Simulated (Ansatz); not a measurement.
Rhombohedral A7 Sb, treated with r²SCAN+rVV10 (Ansatz, a program for electronic structure, plane waves, PAW).

Settings: plane-wave cutoff 560 eV, 16×16×16 k mesh, Fermi–Dirac smearing 0.05 eV, scalar-relativistic PAW data made under PBE.

Response to compression and expansion:

Shape and atoms are relaxed at each volume.

| V (Å³/atom) | P (GPa) | c (Å) | a (Å) |
|---|---|---|---|
| 29.428 | 1.67 | 11.039 | 4.298 |
| 30.041 | 0.78 | 11.188 | 4.313 |
| 30.655 | 0.00 | 11.341 | 4.327 |
| 31.268 | -0.66 | 11.503 | 4.340 |
| 31.881 | -1.19 | 11.678 | 4.349 |

Note: the bulk modulus comes from volumes at which shape and atoms were relaxed.
